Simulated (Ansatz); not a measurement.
Saddle point of CH5BS, singlet (CH₅BS ([CH3][BH][SH]) → CH₃B ([BH][CH2]) + H₂S (still joined by a long B–S bond); bonds formed: S2–H4; bonds broken: C3–H4; bonds weakened to dative contacts: B1–S2), PBE0-D4/def2-TZVP structure:

B1  (-0.687, 0.375, -0.033)
S2  (-0.456, -0.950, 1.520)
C3  (0.397, 0.387, -0.957)
H4  (0.396, 0.149, 1.111)
H5  (-1.625, 1.055, 0.228)
H6  (0.305, -1.831, 0.847)
H7  (0.437, 1.125, -1.753)
H8  (1.231, -0.310, -0.962)
(Å)

Energies are electronic, without zero-point energy. Barriers and step energies count from the start structure reached by relaxing down the imaginary mode; all methods use the PBE0-D4 structures, on which another method's saddle can fall below an end. Ansatz 0.2.0; basis: def2-TZVPP, with def2-QZVPP for the basis limit; cores frozen in the correlated methods. B3LYP uses VWN-RPA correlation. Extrapolation: Hartree–Fock as exp(−7.88 √X), correlation as X^−2.97.

```
      method  barrier (kcal/mol)  step energy (kcal/mol)
       SPW92               60.13                   53.09
      PBE-D4               62.25                   53.95
     BLYP-D4                   ?                   53.60
   r2SCAN-D4               66.00                   56.75
      B97M-V               68.66                   58.81
     PBE0-D4               67.53                   57.35
    B3LYP-D4               67.97                   56.48
  r2SCAN0-D4               69.57                   58.86
    BHLYP-D4               74.22                   60.24
CAM-B3LYP-D4                   ?                   58.31
     wB97X-V               71.94                   59.62
     wB97M-V               69.26                   57.71
      B2PLYP               69.11                   57.43
    PBE-QIDH               70.76                   59.36
  RPA on PBE               67.99                   56.45
          HF               83.67                   65.36
         MP2                   ?                   57.79
        CCSD               72.03                   58.75
     CCSD(T)               69.03                   57.13
```

Q: Fill in the withheld barriers. (An estimate is asked for; the value comes from the calculation.)

A: The calculation gives: CAM-B3LYP-D4 70.86; BLYP-D4 63.67; MP2 68.72 kcal/mol. Each is the energy of the saddle less that of the start structure, by the same method.

For comparison, the barrier by CCSD(T) at an estimated basis limit (MP2 extrapolated from triple and quadruple zeta, plus CCSD(T) − MP2 in triple zeta) is 68.66 kcal/mol.

No T1 diagnostic of these runs exceeds 0.014.

Labels in which every atom is bracketed show which atoms are joined, not bond orders.

For scale, one of the runs: CCSD(T)/def2-TZVPP, 174 basis functions, launched by `ansatz run in.yaml --threads 2 --pin off --events-out ev --progress --plain --max-ram 4352MiB`. Time: 28 s of wall clock on 2 CPU threads of an Arm Neoverse V1; the host was shared. Peak host memory: 1.5 GiB.
